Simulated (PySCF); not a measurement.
Worked example: the step energy

An elementary step of CH7NSi, singlet (CH₃N ([CH2][NH]) + SiH₄ → CH₇NSi ([CH3][NH][SiH3]); Si–H broken or loosened, Si–N, H–C formed or tightened). “Start” and “end” are the PBE0-D4/def2-TZVP structures reached by relaxing down either side of its saddle point, with the molecules still in contact.

Computed with PySCF 2.14 with density fitting (its default auxiliary sets; JK sets also for MP2 and CCSD(T)) (basis: def2-TZVPP and def2-QZVPP); correlated methods freeze the cores.

Energies in eV:

| quantity | end | start |
| --- | --- | --- |
| Hartree–Fock, triple zeta (X = 3) | -10486.87320 | -10485.36296 |
| Hartree–Fock, quadruple zeta (X = 4) | -10487.26326 | -10485.73683 |
| MP2 correlation, X = 3 | -14.19493 | -14.02900 |
| MP2 correlation, X = 4 | -15.10938 | -14.89913 |
| CCSD(T) correlation, X = 3 | -15.94065 | -15.92795 |

Question: Work out the step energy at the basis limit: extrapolate Hartree–Fock as E(X) = E∞ + A exp(−7.88 √X) and the MP2 correlation as E(X) = E∞ + B X^−2.97 (the exponents that Neese and Valeev fitted for def2-TZVPP and QZVPP), then add CCSD(T) − MP2 in triple zeta.

Answer: Each step is linear, so take the differences first (end − start): Hartree–Fock -1.51024 (X = 3) and -1.52643 (X = 4); MP2 correlation -0.16593 and -0.21025; CCSD(T) correlation -0.01270.
Two points give E∞ = E(4) + w [E(4) − E(3)], with w = 1/(exp(7.88 (2 − √3)) − 1) = 0.1377 for Hartree–Fock and w = 1/((4/3)^2.97 − 1) = 0.7407 for the correlation.
Hartree–Fock: -1.52643 + 0.1377 × (-0.01619) = -1.5287 eV.
MP2 correlation: -0.21025 + 0.7407 × (-0.04432) = -0.2431 eV.
CCSD(T) − MP2: -0.01270 − (-0.16593) = 0.1532 eV.
Sum: -1.5287 + (-0.2431) + 0.1532 = -1.6186 eV, or -37.33 kcal/mol. Plain CCSD(T) in triple zeta gives -1.5229 eV, so the larger basis shifts the result by -0.0957 eV.

No T1 diagnostic of these runs exceeds 0.020.

Labels in which every atom is bracketed show which atoms are joined, not bond orders.

For scale, one of the runs: CCSD(T)/def2-TZVPP, 202 basis functions, launched by `OMP_NUM_THREADS=4 python run.py`. Hardware: 4 CPU threads of an Arm Neoverse V2, shared host. Wall time 5.1 min; peak host memory 2.3 GiB.
